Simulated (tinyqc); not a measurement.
Stretching all distances: RHF, UHF, MP2, CISD and CCSD against full CI in the sto-3g basis, for HF, spin multiplicity 1. Computed by the program tinyqc with PySCF. 

Geometry (angstrom):

| atom | x | y | z |
|---|---|---|---|
| F | 0.0000 | 0.0000 | 0.0000 |
| H | 0.0000 | 0.0000 | 0.8430 |

All coordinates are multiplied by the scale. c0^2 is the weight of the RHF determinant in the lowest singlet FCI state (UHF is spin-contaminated and may lie near states of higher spin) and n(LUMO) the first natural occupation beyond the occupied space.

Full CI energy (hartree) and errors against it (kcal/mol):

| scale | distance 1-2 (angstrom) | E(FCI) | RHF | UHF | MP2 | CISD | CCSD | <S^2> UHF | c0^2 | n(LUMO) |
|---|---|---|---|---|---|---|---|---|---|---|
| 0.930 | 0.784 | -98.53550 | 10.783 | 10.783 | 3.119 | 0.000 | 0.000 | 0.000 | 0.992 | 0.016 |
| 1.180 | 0.995 | -98.60330 | 20.273 | 20.273 | 7.108 | 0.000 | 0.000 | 0.000 | 0.978 | 0.042 |
| 1.420 | 1.197 | -98.57880 | 34.370 | 34.370 | 13.728 | 0.000 | 0.000 | 0.000 | 0.950 | 0.098 |
| 1.670 | 1.408 | -98.53647 | 54.876 | 34.731 | 23.780 | 0.000 | 0.000 | 0.581 | 0.899 | 0.200 |
| 1.920 | 1.619 | -98.50049 | 80.796 | 22.260 | 36.043 | 0.000 | 0.000 | 0.823 | 0.825 | 0.347 |
| 2.160 | 1.821 | -98.47761 | 108.428 | 12.013 | 47.225 | 0.000 | 0.000 | 0.923 | 0.745 | 0.507 |
| 2.410 | 2.032 | -98.46448 | 136.286 | 5.653 | 54.562 | 0.000 | 0.000 | 0.968 | 0.670 | 0.657 |

UHF parts from RHF first at scale 1.67 of those listed, where <S^2> leaves zero. The weight c0^2 goes from 0.99 to 0.67 and n(LUMO) from 0.02 to 0.66: static correlation grows as the bonds break into open-shell fragments. The spread of the error along the curve, which distorts its shape, is CISD 0.0, CCSD 0.0, UHF 29.1, MP2 51.4, RHF 125.5 kcal/mol. With one virtual orbital CISD and CCSD are exact.
